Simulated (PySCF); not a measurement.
**Neon: a sound run and one with changed settings**

Sound run: Ne [Ne], Ne⁺ [He] 2s2 2p5. Computed with PySCF 2.14 in def2-TZVP (5s3p2d1f, 31 functions), with the non-relativistic Hamiltonian (point nucleus). In the sound run the correlated levels freeze 1s2. The sound run starts from symmetry-adapted Hartree-Fock orbitals and uses a fine grid where one is needed.

Changed run: a valence shell is frozen. This setting is unsound on purpose.

| species | method | sound run (hartree) | changed run (hartree) | converged |
| --- | --- | --- | --- | --- |
| Ne | MP2 | -128.80312 | -128.72940 | yes |
| Ne | CCSD(T) | -128.80984 | -128.73220 | yes |
| Ne⁺ | MP2 | -128.01175 | -127.93871 | yes |
| Ne⁺ | CCSD(T) | -128.02629 | -127.94554 | yes |

Ionisation energy of Ne:

```tsv
method	sound run (eV)	changed run (eV)
UHF	19.673	19.673
MP2	21.534	21.516
SCS-MP2	21.388	21.412
CCSD	21.274	21.357
CCSD(T)	21.321	21.406
```

Freezing a valence shell removes pair correlation that changes on ionisation.

For comparison, NIST gives 21.565 eV between the lowest levels.
